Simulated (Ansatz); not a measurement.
## Structure relaxation of Zn₃N

These are results of DFT PBE, scalar-relativistic, plane waves, PAW in Ansatz, not measurements. Cutoff 420 eV, Γ-centred k mesh, Gaussian smearing, no spin polarisation in the final step.

The start puts Zn₃N on the Cu3Au (L1_2) structure type (Pm-3m, No. 221), with N in place of Au, Zn in place of Cu, at a guessed volume.

```xyz
4
Lattice="3.6382 0.0000 0.0000 0.0000 3.6382 0.0000 0.0000 0.0000 3.6382" Properties=species:S:1:pos:R:3 pbc="T T T"
Zn    0.0000    1.8191    1.8191
Zn    1.8191    0.0000    1.8191
Zn    1.8191    1.8191    0.0000
N     0.0000    0.0000    0.0000
```

Steps on the 6×6×6 mesh (4 atoms). 4 of 4 steps are shown, and the free energy counts from the last. Trial steps that were taken back and renewals of the plane-wave basis can be among the rows.

```csv
step,ΔF (meV/atom),V (Å³/atom),P (GPa)
1,13.1,12.04,6.56
2,2.5,12.48,1.99
3,1.6,12.68,0.17
4,0.0,12.68,0.28
```

A final relaxation ran on a 12×12×12 mesh. The relaxed crystal, Pm-3m (No. 221):

```cif
data_structure
_symmetry_space_group_name_H-M 'Pm-3m'
_symmetry_Int_Tables_number 221
_cell_length_a 3.7092
_cell_length_b 3.7092
_cell_length_c 3.7092
_cell_angle_alpha 90.000
_cell_angle_beta 90.000
_cell_angle_gamma 90.000
_cell_volume 51.03
loop_
_atom_site_label
_atom_site_type_symbol
_atom_site_symmetry_multiplicity
_atom_site_Wyckoff_symbol
_atom_site_fract_x
_atom_site_fract_y
_atom_site_fract_z
_atom_site_occupancy
Zn1 Zn 3 c 0.00000 0.50000 0.50000 1
N1 N 1 a 0.00000 0.00000 0.00000 1
```

For Zn₃N, the volume per atom is 12.76 Å³. The density is 6.84 g/cm³, the energy over the elements is 0.77 eV/atom and the gap on the 12×12×12 mesh is 0 eV (a metal).

Energies over the elements count from the elements' standard structures at the same level (N₂ as a molecule), with no empirical corrections.

The final run used a 12×12×12 mesh on its 4-atom cell and 0.10 eV smearing. For metals, differences of a few meV/atom aren't resolved.

A structure relaxed within its symmetry needn't be a true minimum.

Cost: 3 runs of about 0.58 core-minutes in all, on Arm Neoverse V2 (shared hosts).